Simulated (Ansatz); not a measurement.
Rhombohedral A7 Sb was calculated with r²SCAN+SOC (plane waves, PAW; Ansatz, a quantum-chemistry and plane-wave program).

Run with plane-wave cutoff 560 eV, 16×16×16 k mesh, Fermi–Dirac smearing 0.05 eV, PAW data made under PBE.

A third-order Birch–Murnaghan fit to the energies gives V0 = 31.663 Å³/atom, B0 = 27.5 GPa, B′ = 9.4.

| V (Å³/atom) | P (GPa) |
|---|---|
| 30.389 | ? |
| 31.022 | ? |
| 31.655 | -0.001 |
| 32.289 | -0.493 |
| 32.922 | -0.886 |

Task: Estimate the withheld pressures from this fit; the answers are the runs' own values.

Result: 
- 30.389, P (GPa): 1.362
- 31.022, P (GPa): 0.633

The formula P = (3/2) B0 (x^(7/3) − x^(5/3)) [1 + (3/4)(B′ − 4)(x^(2/3) − 1)] with x = V0/V meets the computed pressures within 0.02 GPa when these rounded values are put in.

Shape and atoms are relaxed at each volume.

Measured, for comparison: bulk modulus 39.5 GPa (copied from a table, unchecked, extrapolated to 0 K and zero-point effects removed; as tabulated in Lejaeghere et al. (2013), arXiv:1204.2733). Computed (rounded) less measured: bulk modulus not scored (unchecked).

Note: the cell comes from a level without a dispersion term, which matters for the spacing of layers, chains or molecules; the bulk modulus comes from volumes at which shape and atoms were relaxed.

Static lattice: no zero-point or thermal effects.
